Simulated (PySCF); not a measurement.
Gas-phase reaction: 2 AlH(CH₃)₂ = Al₂H₆ + C₂H₆ + C₂H₂ (acetylene)

Method: PySCF energies plus ideal-gas RRHO corrections (1 bar). † marks an energy on the PBE0/def2-TZVP geometry and frequencies; other levels use their own. MP2 and CCSD(T) freeze the core. 6-31G* has spherical d functions here. All species are closed-shell singlets. B3LYP is the form with VWN-RPA correlation. Methyl groups turn as free rotors in AlH(CH₃)₂. AlH(CH₃)₂, Al₂H₆: computed as isolated molecules; such fragments, hydroxides, amides, oligomers or adducts are transient or little studied in the gas. MP2 isn't extrapolated to the basis-set limit; its ΔH°(298 K) is 239.2 kJ in def2-SVP and 262.0 kJ in def2-TZVPP. CCSD(T) isn't extrapolated to the basis-set limit; its ΔH°(298 K) is 219.9 kJ in def2-SVP and 247.5 kJ in def2-TZVPP. The harmonic model lacks anharmonicity and excited electronic states, which grow with temperature; levels with a mode under 35 cm⁻¹ are left out. Internal rotation in C₂H₆ is treated as a harmonic vibration of one conformer, which makes the entropy rough.

| level | ΔE electronic, kJ | ΔH°(298 K), kJ | ΔS°(298 K), J/K | ΔG°(1000 K), kJ |
|---|---|---|---|---|
| B3LYP/6-31G* | 280 | 257 | 84 | 169 |
| B3LYP/def2-TZVP† | 267 | 248 | 81 | 164 |
| CCSD(T)/def2-TZVPP† | 267 | 247 | 81 | 163 |
| HF/6-31G* | 255 | 234 | 81 | 151 |
| MP2/def2-SVP† | 259 | 239 | 81 | 155 |
| MP2/def2-TZVPP† | 282 | 262 | 81 | 178 |
| PBE/def2-TZVP† | 288 | 268 | 81 | 184 |
| PBE0/def2-QZVP† | 303 | 283 | 81 | 199 |
| r2SCAN/def2-TZVP† | 293 | 274 | 81 | 190 |
| ωB97M-V/def2-TZVP† | 288 | 268 | 81 | 184 |
ΔH° is lowest at HF/6-31G* and highest at PBE0/def2-QZVP†. No reference value is set beside these.
